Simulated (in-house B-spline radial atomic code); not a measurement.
Removing the outer electron along the 7-electron series: N to Al⁶⁺

All numbers come from an all-electron radial atomic-structure program (B-spline basis), all electrons, at the radial basis limit: mean fields, RPA and GW scalar-relativistic (one-electron X2C; non-relativistic for the lightest neutral atoms and singly charged ions), without spin-orbit coupling, Breit or QED terms, open shells spin-polarised at highest spin; Brueckner, CI + MBPT and self-energy runs four-component with Breit and QED terms. References are NIST's ionisation energies. They run between lowest fine-structure levels, which the runs without spin-orbit coupling average over.

Columns: (a) minus the highest PBE0 level; (b) minus the highest CAM-B3LYP level; (c) minus the highest LC-wPBE level; (d) minus the highest Hartree-Fock level; (e) G0W0 on Hartree-Fock. Each gives computed minus reference, in eV; a star marks a semi-empirical reference. Species are left out where the tabulated value is theory, is uncertain by more than 0.12 eV, or (13 ions, such as In⁴⁺, Te⁴⁺ and Bi⁴⁺) lies off its series for all methods alike, which flatters the means a little.

```tsv
species	configuration	reference (eV)	(a)	(b)	(c)	(d)	(e)
N	[He] 2s2 2p3	14.53	-4.32	-2.86	-1.28	+1.00	+0.49
O⁺	[He] 2s2 2p3	35.12	-6.14	-4.69	-3.30	+1.09	+0.50
F²⁺	[He] 2s2 2p3	62.71*	-7.89	-6.51	-5.45	+1.17	+0.50
Ne³⁺	[He] 2s2 2p3	97.19*	-9.58	-8.28	-7.63	+1.29	+0.55
Mg⁵⁺	[He] 2s2 2p3	186.76 ± 0.06*	-12.87	-11.80	-12.04	+1.57	+0.70
Al⁶⁺	[He] 2s2 2p3	241.76 ± 0.09*	-14.44	-13.47	-14.19	+1.79	+0.85
```

How do the methods rank over these species?

Mean absolute differences: G0W0 on Hartree-Fock 0.60 eV; minus the highest Hartree-Fock level 1.32 eV; minus the highest LC-wPBE level 7.32 eV; minus the highest CAM-B3LYP level 7.93 eV; minus the highest PBE0 level 9.21 eV. One-signed throughout: minus the highest PBE0 level (too low), minus the highest CAM-B3LYP level (too low), minus the highest LC-wPBE level (too low), minus the highest Hartree-Fock level (too high), G0W0 on Hartree-Fock (too high).
